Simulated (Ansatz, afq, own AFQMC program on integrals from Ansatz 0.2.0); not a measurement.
## BC⁺, singlet: AFQMC among the cluster methods

```xyz
2

B     0.0000    0.0000    0.0000
C     0.0000    0.0000    4.1510
```

Basis cc-pVDZ. Noble-gas cores (and the filled d shells of Ga–Kr and In–Xe) are frozen. Integrals, coupled cluster, full CI and functionals: Ansatz 0.2.0; the random walks run on the same integrals in our own AFQMC program. ph-AFQMC/CISD is guided by a CISD state made of CCSD amplitudes; releasing the constraint for a short imaginary time cuts its bias at the price of noise, slowly where states lie close. Error bars are statistical, one sigma.

Determinant: RHF, the one that the program's search chose, which needn't be the lowest solution. The geometry is a point of a scan.

Full CI on the same integrals is exact in this basis and with this determinant's frozen core.

Cautions: higher spins were not checked; restricted determinant unstable towards unrestricted (UHF 1.62 eV lower, ⟨S²⟩ 1.01); strong correlation (T1 0.019, weight of the determinant 0.78, largest double 0.26); the released energies are still falling, so no released level is given (meV from the phaseless value at times in 1/Eh: -25 ± 5 at 0.24, -47 ± 6 at 0.51, -72 ± 8 at 0.99, -78 ± 11 at 1.62, -80 ± 15 at 2.40); CCSDTQ on the UHF determinant differs (1.37 eV lower), perhaps since the unrestricted series falls towards higher spin.

The T1 diagnostic is 0.0186 and the weight of the determinant in the CISD state is 0.776. The size of the correlated space is 6 electrons in 26 orbitals.

```csv
level,correlation energy (eV)
MP2,-2.7134
CCSD,-4.3474
CCSD(T),-4.4304
```

(1) Estimate where phaseless AFQMC with a CISD trial lies against CCSD(T) on the same integrals.

(1) 45.9 ± 4.6 meV below CCSD(T).

Reference: full CI, correlation energy -4.520 eV.

| level | E − E(reference) (meV) | share of correlation (%) |
| --- | --- | --- |
| CCSD(T) | 89.6 | 98.02 |
| CCSDT | 64.9 | 98.56 |
| CCSDT(Q) | 33.9 | 99.25 |
| CCSDTQ | 0.4 | 99.99 |
| ph-AFQMC/CISD | 43.7 ± 4.6 | 99.03 |

CCSDT and higher add their correlation energy to the determinant of the CCSD(T) run, since their own runs factorise the integrals more tightly (a shift of under 2 meV). A walk keeps the symmetry of its determinant, which the program's search chose and which needn't be the lowest solution, so a lower state of the same spin and another symmetry isn't excluded.
